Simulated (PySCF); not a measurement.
**LiF: core ionisation energies**

Lithium fluoride, LiF.
Bonds: Li1–F2.

Method used: delta-SCF UKS SCAN, pcX-2 on the ionised atom, pcseg-1 elsewhere, spin-free X2C in PySCF. Each binding energy is the total energy of the core-ionised species, with the hole localised on one atom, minus that of the ground state; both are solved self-consistently, so orbital relaxation is included.

Task: What binding energy does each computed site have?

Result: 
```tsv
atom(s)	environment	level	binding energy (eV)	count
Li1	lithium bonded to F	Li 1s	64.26	1
F2	fluorine bonded to Li	F 1s	688.27	1
```

Task: Which photon energy gives electrons from F 1s of F2 (atom 2) a kinetic energy of 200 eV, and what is their de Broglie wavelength?

Result: hν = 688.27 + 200 = 888.27 eV, recoil neglected; λ = 12.264 Å/√(E/eV) = 0.87 Å.

Task: Give the binding energy of F 1s of F2 in hartree and in kJ/mol.

Result: 688.27 eV = 25.2935 Eh = 66408 kJ/mol.

Isolated species at its PBE0-D3(BJ)/def2-SVP geometry, gas phase.

Time: 0.64 s of wall time; peak memory 0.27 GiB. Hardware: an AMD EPYC 7R13 with one thread, no GPU, shared host with 192 logical CPUs at a one-minute load of 46.
